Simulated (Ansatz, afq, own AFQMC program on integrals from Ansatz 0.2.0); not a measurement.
Two steps: Ansatz 0.2.0 writes the Fock matrix and Cholesky factors of the valence space, and afq projects on them the lowest state that overlaps trial and start.

```yaml
crystal:
  periodic: [false, false, false]
  atoms:
    - {symbol: O, position_ang: [0.000000, 0.000000, 0.000000]}
    - {symbol: C, position_ang: [0.000000, 0.000000, 1.195530]}
basis:
  gaussian: {orbitals: 6-31G}
total_charge: 1
magnetization: {spin_polarized: true, initial_magnetization: 1}
correlation: {method: ccsd_t, electrons: outside_noble_gas, hamiltonian_folder: ham}
```

```sh
$ ansatz run in.yaml --threads 1 --pin off --events-out ev --progress --plain --max-ram 24576MiB --backend cuda --devices 0, --max-vram 18GiB
```

Options of the walk:

```
--method phaseless --trial hf --walkers 4000 --populations 20 --least-time 40 --time-step 0.005 --steps-per-block 20 --equilibration-blocks 112 --max-blocks 4000 --target-error 0.0009000 --factor-cut 1e-05 --start spin_pure --seed 9645 --taylor-order 6
```

Times are imaginary, in 1/Eh. The walk had a cap of 49 s. With eight or more populations the least sampling time is a fifth of least-time, and the error comes from their spread.

Log:

```
orbitals 16  electrons 5 4  factors 93 of 221
reference energy -112.18381481 Eh
CCSD correlation -0.20774896 Eh in 16 cycles, weight of the determinant in the CISD state 0.7602
energy of the start -112.207208 Eh
 block  time / (1/Eh)  mean weight  energy / Eh
     1     0.100  1.0011  -112.255186
     2     0.200  1.0011  -112.290786
     3     0.300  1.0014  -112.316135
     4     0.400  1.0011  -112.334807
     5     0.500  1.0016  -112.347322
    10     1.000  1.0004  -112.387290
    49     4.900  1.0000  -112.413058
    89     8.900  1.0002  -112.404816
   129    12.900  0.9999  -112.400155
   137    13.700  1.0002  -112.393682
   169    16.900  1.0001  -112.405154
   209    20.900  1.0003  -112.401307
   249    24.900  1.0001  -112.415070
   289    28.900  0.9999  -112.411965
   329    32.900  0.9999  -112.401638
   345    34.500  0.9998  -112.419380
error from the spread of 20 populations
energy -112.405779 +/- 0.000806 Eh
(rows thinned)
```

The run passed its tests (sampling time, drift between the halves within three errors, error under three times the target), which doesn't prove that it has relaxed. The second half of the sampling lies below the first by 2.2 errors of their difference, so the energy may still be moving and its error bar be too small.

Against this walk (error 21.9 meV) on the same determinant: CCSD(T) 205.8 meV higher, CCSDT(Q) 26.7 meV higher (within the noise), CCSDTQ 54.4 meV higher, full CI 48.8 meV higher, a separate phaseless walk with a CISD trial and standard settings 72.4 ± 22.5 meV higher. The error is statistical and leaves out the bias of the constraint. The determinant has ⟨S²⟩ = 1.37, so the low cluster orders mix in higher spin, while the walk starts as a pure doublet. The determinant is a poor start (see the cautions), so the low cluster orders aren't to be relied on, and full CI is the sure value.

Cautions: constraint bias not in the error; strong correlation (T1 0.090, weight of the determinant 0.76, largest double 0.13); unrestricted determinant spin contaminated (⟨S²⟩ 1.37 against 0.75); CCSD(T) is in doubt: in a space of 9 electrons in 8 natural orbitals full CI lies 121 meV below it.

The walk took 21 s on 1 × NVIDIA H100 80GB HBM3 with 2 threads of AMD EPYC 7R13 Processor (Zen 3) (shared host) (the card was shared). The log's last line is the phaseless energy.

CCSDT and higher add their correlation energy to the determinant of the CCSD(T) run, since their own runs factorise the integrals more tightly (a shift of under 2 meV). A walk keeps the symmetry of its determinant, which the program's search chose and which needn't be the lowest solution, so a lower state of the same spin and another symmetry isn't excluded.
